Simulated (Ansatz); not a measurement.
A made-up structure of CH2FSi, doublet:

```csv
atom,x (Å),y (Å),z (Å)
F1,0.6270,-1.6035,1.4172
C2,0.5311,-0.4363,0.8701
Si3,-0.0717,0.3617,-0.5217
H4,1.4869,-0.1341,1.2146
H5,0.1799,1.8118,-0.5198
```

It is relaxed with PBE-D4/def2-SVP and then PBE0-D4/def2-TZVP (Ansatz 0.2.0). Atoms count as bonded within 1.22 times the sum of their covalent radii (H–H: 0.88 Å). The end point is not checked to be a true minimum.

(1) Does its bonding change? (A judgement: the text doesn't fix the answer.)

Answers

(1) Computed: No: no bond forms or breaks.

Where it ends: The first stage lowers the energy by 0.84 eV in 9 steps. It ends as CH₂FSi ([F][CH][SiH]):
| atom | x (Å) | y (Å) | z (Å) |
| --- | --- | --- | --- |
| F1 | 0.4358 | -1.5752 | 1.3607 |
| C2 | 0.6845 | -0.3803 | 0.8335 |
| Si3 | -0.2031 | 0.2518 | -0.6372 |
| H4 | 1.6126 | 0.0236 | 1.2465 |
| H5 | 0.2235 | 1.6797 | -0.3431 |

Labels in which every atom is bracketed show which atoms are joined, not bond orders.

For scale, one of the runs: PBE0-D4/def2-TZVP relaxation, 111 basis functions, launched by `ansatz run in.yaml --threads 2 --pin off --events-out ev --progress --plain --max-ram 4352MiB`. The run took about 30 s on 2 CPU threads of an Arm Neoverse V1 (shared host).
